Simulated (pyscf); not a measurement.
Thermochemistry of product channels of H₃C–Cl (SMILES CCl) + F–C•(F)–F (SMILES F[C](F)F) on the doublet surface, in kcal/mol, from ωB97M-D3(BJ)/def2-TZVP energies (ideal gas, 1 atm, RRHO with modes under 100 cm⁻¹ raised to 100, one conformer, R ln 2 for chiral ones without a mode under 150 cm⁻¹). Single points on ωB97X-D3(BJ)/def2-SVP structures (PySCF, gas phase).

```tsv
products	ΔE	ΔH(298 K)	ΔG(298 K)	ΔG(900 K)
F–C•(F)–CH₂–Cl (SMILES F[C](F)CCl) + HF (SMILES F)	-4.2	-4.6	-4.2	-4.5
CH₃• (SMILES [CH3]) + F–C(F)(F)–Cl (SMILES FC(F)(F)Cl)	-0.8	-3.5	-2.2	-0.8
```

These are energies of the channels, which say nothing of barriers.
